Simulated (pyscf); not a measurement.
Elementary routes open to `[Cl][CH][Cl]` [doublet] + `[CH4]` in the gas phase (doublet surface):
A. `[Cl][CH2][Cl]` + `[CH3]` [doublet] (C–H broken; C–H formed)
B. `[CH3][CH]([Cl])[Cl]` + `[H]` [doublet] (C–H broken; C–C formed)

Structures and frequencies: ωB97X-D3(BJ)/def2-SVP in PySCF.

### Question
Rank the routes by free-energy barrier at 900 K, lowest first, for ωB97M-D3(BJ)/def2-TZVP energies (ideal gas, 1 atm, RRHO with modes under 100 cm⁻¹ raised to 100, one conformer, R ln 2 for chiral ones without a mode under 150 cm⁻¹).

### Answer
A (44.7 kcal/mol), B (82.0 kcal/mol)

Route A is the fastest of these, ahead of the next by 37.3 kcal/mol. The most stable products are those of A (ΔG = +9.7 kcal/mol), so kinetics and thermodynamics agree. At 298 K A is still the fastest. Only these routes are compared; each barrier is that of the saddle found, and lower ones may exist.
